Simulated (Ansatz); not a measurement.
A made-up structure of C₂HSi (charge -1), singlet:

C1  (-0.165, -0.920, 0.598)
Si2  (1.353, 0.250, 0.595)
C3  (-0.223, 0.149, -0.241)
H4  (-0.528, -1.893, 0.810)
(Å)

It is relaxed with PBE-D4/def2-SVPD and then PBE0-D4/def2-TZVPD (Ansatz 0.2.0). Atoms count as bonded within 1.22 times the sum of their covalent radii (H–H: 0.88 Å). The end point is not checked to be a true minimum.

Does its bonding change? (A judgement: the text doesn't fix the answer.)

By the calculation: No: no bond forms or breaks.

Where it ends: The first stage lowers the energy by 0.49 eV in 6 steps. It ends as C₂HSi ([C]1[CH][Si]1), total charge -1:
C1  (-0.034, -0.915, 0.551)
Si2  (1.356, 0.203, 0.645)
C3  (-0.330, 0.135, -0.261)
H4  (-0.554, -1.837, 0.826)
(Å)

Labels in which every atom is bracketed show which atoms are joined, not bond orders.

For scale, one of the runs: PBE0-D4/def2-TZVPD relaxation, 126 basis functions, launched by `ansatz run in.yaml --threads 2 --pin off --events-out ev --progress --plain --max-ram 4352MiB`. The run took about 15 s on 2 CPU threads of an Intel Xeon Platinum 8259CL (shared host).
